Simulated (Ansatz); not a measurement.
# BNH (doublet): from Hartree-Fock to the top rungs, def2-TZVPP

An exercise on one series of results from a longer session: the logs are not shown, and one member is left open.

Method: def2-TZVPP, core rule «outside noble gas», up to 2 orbitals frozen; program: Ansatz 0.2.0, Gaussian basis.

To be run: UHF; ROHF; CCSD(T) on UHF.

**What is computed**

The geometry is a PBE0/def2-TZVP stationary point (not a proven minimum) of the parent state, kept for this charge and spin.

3 atoms, charge 0, spin multiplicity 2.

Atoms are counted from 1 here; the program's logs count them from 0.

Bond lengths: B1–N2 1.465 Å, N2–H3 1.030 Å. Angles: B1–N2–H3 111.7°.

The first run:

Input file in.yaml:

```yaml
crystal:
  periodic: [false, false, false]
  atoms:
    - {symbol: B, position_ang: [0.000000, 0.079752, 0.863775]}
    - {symbol: N, position_ang: [0.000000, -0.117617, -0.587927]}
    - {symbol: H, position_ang: [0.000000, 0.779045, -1.094669]}
basis:
  gaussian: {orbitals: def2-TZVPP}
magnetization: {spin_polarized: true, initial_magnetization: 1}
hamiltonian: {xc: hf}
output: {orbitals: {seedname: orbitals}}
```

Command:

```sh
$ ansatz run in.yaml --threads 1 --pin off --events-out ev --progress --plain --max-ram 4096MiB --backend cpu
```

Among the steps run: UHF; ROHF; CCSD(T) on UHF.

One of the session's tables, all rows but one given; the rest of the session is left out.

```
  method  from UCCSD(T) (meV)
    ROHF                    ?
     UHF              +8256.7
    UMP2              +1376.4
   UCCSD               +469.9
UCCSD(T)                    0
```

**Question.** Estimate the row for ROHF.

As computed: from UCCSD(T) (meV): +8537.8. In the column «from UCCSD(T) (meV)» it is the highest.
